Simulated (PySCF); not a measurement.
Molecule: pentane (SMILES CCCCC).

Molfile (atoms numbered from 1):
```
C5H12
     RDKit          3D

 17 16  0  0  0  0  0  0  0  0999 V2000
   -2.5451   -0.2703    0.3086 C   0  0  0  0  0  0  0  0  0  0  0  0
   -1.2389    0.4288    0.6500 C   0  0  0  0  0  0  0  0  0  0  0  0
   -0.0157   -0.2357    0.0336 C   0  0  0  0  0  0  0  0  0  0  0  0
    1.2977    0.4572    0.3699 C   0  0  0  0  0  0  0  0  0  0  0  0
    2.5129   -0.2139   -0.2497 C   0  0  0  0  0  0  0  0  0  0  0  0
   -3.4095    0.2330    0.7678 H   0  0  0  0  0  0  0  0  0  0  0  0
   -2.7133   -0.2929   -0.7803 H   0  0  0  0  0  0  0  0  0  0  0  0
   -2.5430   -1.3147    0.6605 H   0  0  0  0  0  0  0  0  0  0  0  0
   -1.2837    1.4816    0.3185 H   0  0  0  0  0  0  0  0  0  0  0  0
   -1.1145    0.4681    1.7469 H   0  0  0  0  0  0  0  0  0  0  0  0
    0.0325   -1.2897    0.3644 H   0  0  0  0  0  0  0  0  0  0  0  0
   -0.1364   -0.2754   -1.0649 H   0  0  0  0  0  0  0  0  0  0  0  0
    1.2461    1.5099    0.0391 H   0  0  0  0  0  0  0  0  0  0  0  0
    1.4146    0.4966    1.4676 H   0  0  0  0  0  0  0  0  0  0  0  0
    2.4401   -0.2356   -1.3491 H   0  0  0  0  0  0  0  0  0  0  0  0
    3.4452    0.3098    0.0111 H   0  0  0  0  0  0  0  0  0  0  0  0
    2.6107   -1.2570    0.0921 H   0  0  0  0  0  0  0  0  0  0  0  0
  1  2  1  0
  2  3  1  0
  3  4  1  0
  4  5  1  0
  1  6  1  0
  1  7  1  0
  1  8  1  0
  2  9  1  0
  2 10  1  0
  3 11  1  0
  3 12  1  0
  4 13  1  0
  4 14  1  0
  5 15  1  0
  5 16  1  0
  5 17  1  0
M  END
```

Geometry PBE0-D3(BJ)/def2-SVP throughout; GIAO in PySCF 2.14.0 with density-fitted response routines, gas phase, one conformer, non-relativistic; equivalent atoms averaged; functional PBE0.

Problem. How do the shifts δ (against TMS at the same level) depend on the basis set? (ppm; last column core-seconds on shared hosts with different chips, so compare them loosely)

Solution. 
```csv
basis set,functions,C3,C2/C4,C1/C5,H9/H10/H13/H14,H6/H7/H8/H15/H16/H17,H11/H12,core-s
STO-3G,37,30.0,26.7,20.3,0.74,0.72,0.67,3.1
6-31G,69,35.6,25.4,16.7,1.47,1.11,1.45,5.7
pcSseg-0,69,36.7,25.8,18.2,1.16,1.09,1.00,5.3
6-31G*,94,34.6,25.0,16.2,1.40,0.99,1.33,7.7
def2-SVP,130,35.9,25.5,15.9,1.11,0.85,1.00,11
cc-pVDZ,130,38.4,28.0,17.1,1.21,0.90,1.07,11
pcSseg-1,145,38.2,27.2,16.8,1.18,1.00,1.01,26
"6-311+G(2d,p)",207,38.2,27.2,15.7,1.26,0.92,1.11,22
aug-cc-pVDZ,223,38.4,27.7,15.9,1.32,1.01,1.18,23
def2-TZVP,227,39.3,28.1,16.5,1.28,0.93,1.15,26
IGLO-III,295,40.1,28.5,16.7,1.28,0.94,1.15,37
cc-pVTZ,318,38.9,27.8,16.4,1.27,0.94,1.13,39
```

Problem. Which nucleus moves most, in ppm?

Solution. C3 (sp3 CH2): from 30.0 ppm with STO-3G to 40.1 ppm with IGLO-III. The smallest spread is 0.39 ppm, at H6/H7/H8/H15/H16/H17. Proton shifts span only some 12 ppm, so a few tenths of a ppm matter as much there as several ppm in carbon.

Problem. Taking the largest basis, cc-pVTZ (318 functions), as the yardstick, rank the others by their worst heavy-atom deviation.

Solution. def2-TZVP 0.4 ppm (227 functions), aug-cc-pVDZ 0.5 ppm (223 functions), pcSseg-1 0.6 ppm (145 functions), 6-311+G(2d,p) 0.6 ppm (207 functions), cc-pVDZ 0.8 ppm (130 functions), IGLO-III 1.3 ppm (295 functions), pcSseg-0 2.1 ppm (69 functions), def2-SVP 2.9 ppm (130 functions), 6-31G 3.3 ppm (69 functions), 6-31G* 4.3 ppm (94 functions), STO-3G 8.8 ppm (37 functions).

A small basis that lands close on one nucleus may do so by chance; judge by the trend and by all nuclei.
